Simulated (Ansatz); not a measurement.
A nudged elastic band was laid between two geometries of C₂H₅OS (9 atoms, charge 1, multiplicity 1).

These are results of RKS B3LYP/def2-SVP (Ansatz 0.2.0), not measurements.

```json
{"movable images": "5", "climbing image": "yes", "spring": "50.0 eV/Å²", "optimiser": "quadratic models (default)", "start path": "IDPP", "force threshold": "0.03 eV/Å", "iteration limit": "60", "end points": "relaxed"}
```

Initial state:

```xyz
9
Properties=species:S:1:pos:R:3
O -0.249 1.669 -1.333
C -0.529 0.701 -0.493
C 0.460 -0.090 0.001
S -0.023 -1.348 1.112
H -1.035 2.163 -1.615
H -1.579 0.552 -0.204
H 1.513 0.027 -0.262
H 0.841 -1.208 2.162
H 0.601 -2.466 0.632
```

Final state:

```xyz
9
Properties=species:S:1:pos:R:3
O -0.801 1.686 -1.260
C -0.782 0.675 -0.432
C 0.312 -0.027 -0.027
S 0.015 -1.336 1.096
H 0.077 1.932 -1.601
H -1.789 0.428 -0.070
H 1.338 0.166 -0.348
H 0.936 -1.133 2.086
H 0.695 -2.392 0.556
```

Problem. What changes between the two ends?

Solution. No bond is made or broken. The dihedral H5–O1–C2–C3 changes from 180 to 0° by way of a nearly straight angle H5–O1–C2 (up to 180°), not by a turn about the bond.

Problem. What energy profile does the band end with?

Solution. The run converged. The highest image is number 3 of 0 to 6, 1.00 eV above the first end and 0.98 eV above the last; the last end lies 0.02 eV above the first. Another band between the same ends (5 images) ends at a top of the same energy, where a vibrational analysis finds 2 clearly imaginary modes. Limits of this set-up: the dipole of an ion depends on the origin.

```json
{"image": "0", "path coordinate (Å)": "0.00", "energy (eV)": "0.00", "angle H5–O1–C2 (°)": "113"}
{"image": "1", "path coordinate (Å)": "0.30", "energy (eV)": "0.09", "angle H5–O1–C2 (°)": "122"}
{"image": "2", "path coordinate (Å)": "0.59", "energy (eV)": "0.55", "angle H5–O1–C2 (°)": "146"}
{"image": "3", "path coordinate (Å)": "0.89", "energy (eV)": "1.00", "angle H5–O1–C2 (°)": "180"}
{"image": "4", "path coordinate (Å)": "1.21", "energy (eV)": "0.50", "angle H5–O1–C2 (°)": "144"}
{"image": "5", "path coordinate (Å)": "1.53", "energy (eV)": "0.10", "angle H5–O1–C2 (°)": "121"}
{"image": "6", "path coordinate (Å)": "1.85", "energy (eV)": "0.02", "angle H5–O1–C2 (°)": "114"}
```

Problem. What is the geometry of the highest image?

Solution. 
```xyz
9
Properties=species:S:1:pos:R:3
O -0.649 1.611 -1.222
C -0.702 0.630 -0.407
C 0.395 -0.075 -0.001
S 0.090 -1.379 1.120
H -0.613 2.346 -1.833
H -1.706 0.366 -0.031
H 1.416 0.129 -0.330
H 1.006 -1.186 2.116
H 0.764 -2.443 0.589
```

The run took 120 s on 1 thread of Arm Neoverse V1, with other jobs on the host, peak memory 0.16 GiB.
